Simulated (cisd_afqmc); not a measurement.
Input (AFQMC/CISD/cc-pV(D+d)Z; cisd_afqmc is a phaseless AFQMC code with CISD trial states that reads the integrals written by Ansatz): A basis named .json is the Basis Set Exchange file of that set.

Ansatz 0.2 input:
```python
import cisd_afqmc

open("ham.yaml", "w").write("""\
crystal:
  periodic: [false, false, false]
  atoms:
    - {symbol: Al, position_ang: [-0.00224844, 0.48080362, 0.00489246]}
    - {symbol: F, position_ang: [1.43233011, -0.34050959, -0.00814095]}
    - {symbol: F, position_ang: [-1.42908236, -0.35398453, 0.00107407]}
basis:
  gaussian:
    orbitals: cc-pV_D+d_Z.json
magnetization: {spin_polarized: true, initial_magnetization: 1}
correlation: {method: ccsd, electrons: outside_noble_gas, hamiltonian_folder: ham}
""")
rep = cisd_afqmc.ansatz("ham.yaml")
e_ccsd = rep["correlation"]["coupled_cluster"]["energy"]["hartree"]
out = cisd_afqmc.run("ham", e_ccsd, trial="CISD", walkers=200, populations=8, threads=8, dt=0.005, steps=40, early=24, settle=10, least=32,
    cut=5e-5, rank_cut=2e-4, target=0.0004, seconds=1500, seed=1, memory=12960, gpu=False)
```

Output:

```
orbitals 44, occupied [9, 8], factors 246 of 505, rank of the doubles 240 of 603
E(HF) = -440.925303
E(CCSD) on the cut factors = -441.348210, shift to the whole factors 0.000005
Energy of the trial state on the determinant = -441.348192
  tau behind 7.2 of longer steps, mean of the populations' last blocks
   2.0  -441.35598
   4.0  -441.35656
   6.0  -441.35658
   8.0  -441.35644
blocks 291 (0 outliers left out), error by blocks joined: 1: 0.00024, 2: 0.00028, 4: 0.00032, 8: 0.00039, 16: 0.00036
E(AFQMC/CISD) = -441.35629 +/- 0.00039
```
